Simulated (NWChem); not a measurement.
# C2H3Cl2F (SMILES CC(F)(Cl)Cl) at 6 levels

Aim: a comparison of 6 runs (M06-L/6-31G*, B3LYP/6-31G*, BHLYP/6-31G*, M06-2X/6-31G*, PBE0/6-31G*, r2SCAN/6-31G*) of C2H3Cl2F. 

Program for the calculation: NWChem 7.3.0.

1 further run of the same task is left out (set aside as unsound or not needed).

## (1) The system as given

C2H3Cl2F: 8 atoms, total charge 0, spin state singlet. SMILES: `CC(F)(Cl)Cl`. The coordinates come from a PBE0-D4/def2-TZVP relaxation.

Bond lengths: C1–C2 1.502 Å, C2–F3 1.348 Å, C2–Cl4 1.776 Å, C2–Cl5 1.776 Å, C1–H6 1.091 Å, C1–H7 1.091 Å, C1–H8 1.088 Å. Some angles: C1–C2–F3 110.1°, C1–C2–Cl4 111.1°, C1–C2–Cl5 111.1°, F3–C2–Cl4 107.6°, F3–C2–Cl5 107.6°, Cl4–C2–Cl5 109.3°, C2–C1–H6 108.9°, C2–C1–H7 108.9°, C2–C1–H8 110.1°, H6–C1–H7 109.8°.

## (2) Energy and gradient at M06-L/6-31G(d) (spherical functions) (run 1)

The input, nw.nw:

```
echo
start nw
title "C2H3Cl2F"
memory total 2200 mb
charge 0

geometry units au noautosym nocenter noautoz
C   -0.25227844  -0.95601245   1.22132999
C    0.37681139   0.73944983  -0.96621697
F    2.87918672   1.21547184  -1.01553882
Cl  -0.43917235  -0.70430093  -3.88508794
Cl  -1.21150342   3.68534389  -0.70486784
H    0.30878125  -0.02229877   2.97064947
H    0.78404737  -2.72498507   1.01270423
H   -2.27163977  -1.34038274   1.26158116
end

basis spherical bse
* library 6-31G*
end

dft
xc m06-l
mult 1
grid xfine
convergence energy 1e-08
iterations 100
mulliken
print low
end

task dft gradient
```

The run is started by

```sh
$ nwchem nw.nw > nw.out
```

Standard output:

```text
[...]
 d= 0,ls=0.0,diis     1  -1098.0198029937 -1.40D+03  2.36D-02  1.27D+00     9.0
[...]
 d= 0,ls=0.0,diis    11  -1098.1785407112 -6.83D-09  5.15D-07  2.40D-09    73.2
         Total DFT energy =    -1098.178540711153
      One electron energy =    -2111.789718556618
           Coulomb energy =      792.594241053925
    Exchange-Corr. energy =      -78.988288128603
 Nuclear repulsion energy =      300.005224920143
[...]
      Total Density - Mulliken Population Analysis
     ---------------------------------------------
    Atom       Charge   Shell Charges
 -----------   ------   -------------------------------------------------------
    1 C    6     6.56   2.00  0.68  2.12  0.68  1.05  0.03
    2 C    6     5.79   2.00  0.71  1.83  0.52  0.63  0.11
    3 F    9     9.30   2.00  0.96  3.27  1.03  2.02  0.02
    4 Cl  17    17.01   2.00  2.00  5.98  1.40  3.61  0.55  1.45  0.03
    5 Cl  17    17.01   2.00  2.00  5.98  1.40  3.61  0.55  1.45  0.03
    6 H    1     0.78   0.53  0.25
    7 H    1     0.78   0.53  0.25
    8 H    1     0.78   0.53  0.25
[...]
                         DFT ENERGY GRADIENTS
    atom               coordinates                        gradient
                 x          y          z           x          y          z
   1 C      -0.252278  -0.956012   1.221330    0.000128  -0.001698   0.002389
   2 C       0.376811   0.739450  -0.966217   -0.002941   0.002414  -0.004029
   3 F       2.879187   1.215472  -1.015539   -0.003314  -0.000344  -0.000326
   4 Cl     -0.439172  -0.704301  -3.885088    0.001683   0.004466   0.007143
   5 Cl     -1.211503   3.685344  -0.704868    0.003806  -0.007564  -0.001558
   6 H       0.308781  -0.022299   2.970649   -0.000621  -0.000347  -0.002084
   7 H       0.784047  -2.724985   1.012704   -0.001020   0.001895  -0.000456
   8 H      -2.271640  -1.340383   1.261581    0.002279   0.001179  -0.001079
 Task  times  cpu:       94.4s     wall:       94.4s
 Total times  cpu:       94.4s     wall:       94.4s
```

Wall time 95 s (1 thread of Intel Xeon Platinum 8259CL at 2.50GHz (Skylake/Cascade Lake), shared host); peak memory 0.14 GiB.

## (3) Energy and forces at B3LYP/6-31G(d) (spherical functions) (run 2)

The input, run.nw:

```
start run
title "C2H3Cl2F"
memory 2200 mb

geometry noautosym nocenter noautoz
   C    -0.133500   -0.505900    0.646300
   C     0.199400    0.391300   -0.511300
   F     1.523600    0.643200   -0.537400
   Cl   -0.232400   -0.372700   -2.055900
   Cl   -0.641100    1.950200   -0.373000
   H     0.163400   -0.011800    1.572000
   H     0.414900   -1.442000    0.535900
   H    -1.202100   -0.709300    0.667600
end

basis "ao basis" spherical bse
   * library 6-31G*
end

dft
   xc b3lyp
   grid xfine
   convergence energy 1e-08
   iterations 100
   mulliken
end

task dft gradient
```

The run is started by

```sh
$ nwchem run.nw > run.out
```

Standard output:

```text
[...]
          Wavefunction type:  closed shell.
          No. of atoms     :     8
          No. of electrons :    58
[...]
          Charge           :     0
          Spin multiplicity:     1
[...]
          AO basis - number of functions:    84
[...]
              XC Information
              --------------
                         B3LYP Method XC Potential
                     Hartree-Fock (Exact) Exchange  0.200
                        Slater Exchange Functional  0.800 local
                    Becke 1988 Exchange Functional  0.720 non-local
              Lee-Yang-Parr Correlation Functional  0.810
                  VWN I RPA Correlation Functional  0.190 local
[...]
 d= 0,ls=0.0,diis     1  -1098.0676082293 -1.40D+03  2.16D-02  1.42D+00     7.4
[...]
 d= 0,ls=0.0,diis    10  -1098.2367420096 -1.69D-09  2.20D-07  6.30D-10    52.0
         Total DFT energy =    -1098.236742009641
      One electron energy =    -2111.752943985212
           Coulomb energy =      792.541825298012
    Exchange-Corr. energy =      -79.030869864416
 Nuclear repulsion energy =      300.005246541976
[...]
      Total Density - Mulliken Population Analysis
     ---------------------------------------------
    Atom       Charge   Shell Charges
 -----------   ------   -------------------------------------------------------
    1 C    6     6.46   2.00  0.68  2.15  0.63  0.97  0.03
    2 C    6     5.84   2.00  0.70  1.86  0.52  0.66  0.10
    3 F    9     9.27   2.00  0.94  3.31  1.03  1.97  0.02
    4 Cl  17    17.00   2.00  2.00  5.97  1.42  3.61  0.52  1.45  0.03
    5 Cl  17    17.00   2.00  2.00  5.97  1.42  3.61  0.52  1.45  0.03
    6 H    1     0.81   0.52  0.29
    7 H    1     0.81   0.52  0.29
    8 H    1     0.81   0.52  0.29
[...]
  wavefunction    = closed shell
                         DFT ENERGY GRADIENTS
    atom               coordinates                        gradient
                 x          y          z           x          y          z
   1 C      -0.252278  -0.956012   1.221330    0.001329   0.002829  -0.003568
   2 C       0.376811   0.739450  -0.966217   -0.002229   0.001284  -0.002295
   3 F       2.879187   1.215472  -1.015539   -0.008412  -0.001008  -0.000648
   4 Cl     -0.439172  -0.704301  -3.885088    0.002755   0.006916   0.012270
   5 Cl     -1.211503   3.685344  -0.704868    0.006229  -0.012796  -0.001997
   6 H       0.308781  -0.022299   2.970649   -0.000648  -0.000245  -0.002052
   7 H       0.784047  -2.724985   1.012704   -0.001018   0.001830  -0.000544
   8 H      -2.271640  -1.340383   1.261581    0.001995   0.001191  -0.001165
[...]
```

Run time: 63 s. Hardware: 1 thread of Intel Xeon Platinum 8259CL at 2.50GHz (Skylake/Cascade Lake), shared host; peak memory 0.14 GiB.

Runs 3 to 4 aren't shown in full; the table further down has their settings and results.

## (4) Energy and gradient at PBE0/6-31G(d) (spherical functions) (run 5)

The input, c2h3cl2f.nw:

```
start c2h3cl2f
title "C2H3Cl2F"
memory total 2200 mb
geometry units angstroms noautosym nocenter noautoz
   C       -0.133500      -0.505900       0.646300
   C        0.199400       0.391300      -0.511300
   F        1.523600       0.643200      -0.537400
   Cl      -0.232400      -0.372700      -2.055900
   Cl      -0.641100       1.950200      -0.373000
   H        0.163400      -0.011800       1.572000
   H        0.414900      -1.442000       0.535900
   H       -1.202100      -0.709300       0.667600
end
basis spherical bse
   * library 6-31G*
end
dft
   xc pbe0
   grid xfine
   convergence energy 1e-08
   iterations 100
   mulliken
end
task dft gradient
```

The run is started by

```sh
$ nwchem c2h3cl2f.nw > c2h3cl2f.out
```

Standard output:

```text
[...]
          Wavefunction type:  closed shell.
          No. of atoms     :     8
          No. of electrons :    58
[...]
          Charge           :     0
          Spin multiplicity:     1
[...]
          AO basis - number of functions:    84
[...]
              XC Information
              --------------
                         PBE0 Method XC Functional
                     Hartree-Fock (Exact) Exchange  0.250
          PerdewBurkeErnzerhof Exchange Functional  0.750
            Perdew 1991 LDA Correlation Functional  1.000 local
           PerdewBurkeErnz. Correlation Functional  1.000 non-local
[...]
 d= 0,ls=0.0,diis     1  -1097.5622980817 -1.40D+03  2.11D-02  1.35D+00     8.1
[...]
 d= 0,ls=0.0,diis    10  -1097.7251610985 -9.75D-10  2.14D-07  4.24D-10    60.0
         Total DFT energy =    -1097.725161098536
      One electron energy =    -2111.656424046636
           Coulomb energy =      792.429479022710
    Exchange-Corr. energy =      -78.503462616586
 Nuclear repulsion energy =      300.005246541976
[...]
      Total Density - Mulliken Population Analysis
     ---------------------------------------------
    Atom       Charge   Shell Charges
 -----------   ------   -------------------------------------------------------
    1 C    6     6.54   2.00  0.67  2.14  0.67  1.03  0.03
    2 C    6     5.88   2.00  0.68  1.83  0.55  0.71  0.11
    3 F    9     9.27   2.00  0.94  3.29  1.04  1.99  0.02
    4 Cl  17    16.98   2.00  2.00  5.97  1.41  3.61  0.53  1.44  0.03
    5 Cl  17    16.98   2.00  2.00  5.97  1.41  3.61  0.53  1.44  0.03
    6 H    1     0.78   0.51  0.26
    7 H    1     0.78   0.51  0.26
    8 H    1     0.78   0.52  0.27
[...]
  wavefunction    = closed shell
                         DFT ENERGY GRADIENTS
    atom               coordinates                        gradient
                 x          y          z           x          y          z
   1 C      -0.252278  -0.956012   1.221330    0.000545   0.000140  -0.000047
   2 C       0.376811   0.739450  -0.966217   -0.003078  -0.000715   0.000259
   3 F       2.879187   1.215472  -1.015539   -0.000224   0.000346  -0.000529
   4 Cl     -0.439172  -0.704301  -3.885088    0.000645   0.002695   0.004083
   5 Cl     -1.211503   3.685344  -0.704868    0.001908  -0.004444  -0.001075
   6 H       0.308781  -0.022299   2.970649   -0.000705  -0.000512  -0.001674
   7 H       0.784047  -2.724985   1.012704   -0.001071   0.001541  -0.000182
   8 H      -2.271640  -1.340383   1.261581    0.001979   0.000949  -0.000836
[...]
```

Run time: 76 s. Hardware: 1 thread of Intel Xeon Platinum 8259CL at 2.50GHz (Skylake/Cascade Lake), shared host; peak memory 0.14 GiB.

## (5) Energy and gradient at r2SCAN/6-31G(d) (spherical functions) (run 6)

The input, c2h3cl2f.xyz:

```xyz
8
C2H3Cl2F
C     -0.133500    -0.505900     0.646300
C      0.199400     0.391300    -0.511300
F      1.523600     0.643200    -0.537400
Cl    -0.232400    -0.372700    -2.055900
Cl    -0.641100     1.950200    -0.373000
H      0.163400    -0.011800     1.572000
H      0.414900    -1.442000     0.535900
H     -1.202100    -0.709300     0.667600
```

The input, run.py:

```python
from ase.io import read
from ase.calculators.nwchem import NWChem

system = read('c2h3cl2f.xyz')

calc = NWChem(
    label='c2h3cl2f',
    theory='dft',
    memory='2200 mb',
    basis='6-31G*',
    basispar='spherical bse',
    dft={'xc': 'r2scan', 'mult': '1', 'grid': 'xfine', 'convergence': 'energy 1e-08', 'iterations': '100', 'mulliken': None},
)
system.calc = calc

forces = system.get_forces()
print("Total energy (eV):", round(system.get_potential_energy(), 6))
print("forces (eV/A):")
for s, f in zip(system.symbols, forces):
    print(f"{s:2s} {f[0]:10.5f} {f[1]:10.5f} {f[2]:10.5f}")
print("dipole (e A):", system.get_dipole_moment().round(4))
```

The run is started by

```sh
$ export ASE_NWCHEM_COMMAND="nwchem PREFIX.nwi > PREFIX.nwo"
$ python run.py
```

Standard output:

```text
Total energy (eV): -29879.896469
forces (eV/A):
C    -0.05260   -0.04937    0.05461
C     0.05075   -0.10362    0.15442
F     0.37276    0.04366    0.03008
Cl   -0.11035   -0.28997   -0.48805
Cl   -0.25197    0.51324    0.09313
H     0.05219    0.05692    0.12012
H     0.08289   -0.11611   -0.00545
H    -0.14362   -0.05476    0.04109
dipole (e A): [-0.065  -0.2622  0.3462]
```

The calculator wrote c2h3cl2f.nwi:

```
title "c2h3cl2f"

permanent_dir c2h3cl2f

scratch_dir c2h3cl2f

start c2h3cl2f

geometry units angstrom nocenter noautosym noautoz
  C  -1.3350000000000001e-01 -5.0590000000000002e-01 6.4629999999999999e-01
  C  1.9939999999999999e-01 3.9129999999999998e-01 -5.1129999999999998e-01
  F  1.5236000000000001e+00 6.4319999999999999e-01 -5.3739999999999999e-01
  Cl -2.3240000000000000e-01 -3.7269999999999998e-01 -2.0558999999999998e+00
  Cl -6.4110000000000000e-01 1.9501999999999999e+00 -3.7300000000000000e-01
  H  1.6339999999999999e-01 -1.1800000000000000e-02 1.5720000000000001e+00
  H  4.1489999999999999e-01 -1.4419999999999999e+00 5.3590000000000004e-01
  H  -1.2020999999999999e+00 -7.0930000000000004e-01 6.6759999999999997e-01
end

memory 2200 mb

basis spherical bse noprint
   * library 6-31G*
end

dft
  xc r2scan
  mult 1
  grid xfine
  convergence energy 1e-08
  iterations 100
  mulliken
end

task dft gradient
```

c2h3cl2f.nwo (excerpt; [...] marks lines left out):

```text
[...]
         Total DFT energy =    -1098.065950843713
[...]
  wavefunction    = closed shell
                         DFT ENERGY GRADIENTS
    atom               coordinates                        gradient
                 x          y          z           x          y          z
   1 C      -0.252278  -0.956012   1.221330    0.001023   0.000960  -0.001062
   2 C       0.376811   0.739450  -0.966217   -0.000987   0.002015  -0.003003
   3 F       2.879187   1.215472  -1.015539   -0.007249  -0.000849  -0.000585
[... 4 lines of this table left out ...]
   8 H      -2.271640  -1.340383   1.261581    0.002793   0.001065  -0.000799
[...]
```

Wall time 2 min (1 thread of Intel Xeon Platinum 8259CL at 2.50GHz (Skylake/Cascade Lake), shared host); peak memory 0.14 GiB.

## (6) Overview of the runs

| run | level | energy (Eh) | largest force (eV/Å) | wall time |
| --- | --- | --- | --- | --- |
| 1 | M06-L/6-31G* (spherical functions) | -1098.178541 | 0.443 | 95 s |
| 2 | B3LYP/6-31G* (spherical functions) | -1098.236742 | 0.739 | 63 s |
| 3 | BHLYP/6-31G* (spherical functions) | -1098.125496 | 0.306 | 62 s |
| 4 | M06-2X/6-31G* (spherical functions) | -1098.103521 | 0.254 | 89 s |
| 5 | PBE0/6-31G* (spherical functions) | -1097.725161 | 0.255 | 76 s |
| 6 | r2SCAN/6-31G* (spherical functions) | -1098.065951 | 0.579 | 2 min |

## (7) Results

```
                       quantity           value
            run 6: total energy  -1098.06595 Eh
           run 6: dipole moment          2.11 D
             run 6: HOMO energy        -7.71 eV
             run 6: LUMO energy        -1.01 eV
           run 6: HOMO–LUMO gap         6.70 eV
run 6: largest force on an atom      0.579 eV/Å
```

What this shows: Over runs 2, 3, 4, 5, 6 the dipole moment (its size) runs from 2.03 D (B3LYP/6-31G*) to 2.12 D (BHLYP/6-31G*). Over runs 2, 3, 4, 5, 6 the HOMO–LUMO gap runs from 6.70 eV (r2SCAN/6-31G*) to 11.23 eV (BHLYP/6-31G*). Totals of different functionals can't be ranked against each other. All runs together took 8.4 min, the longest 2 min.
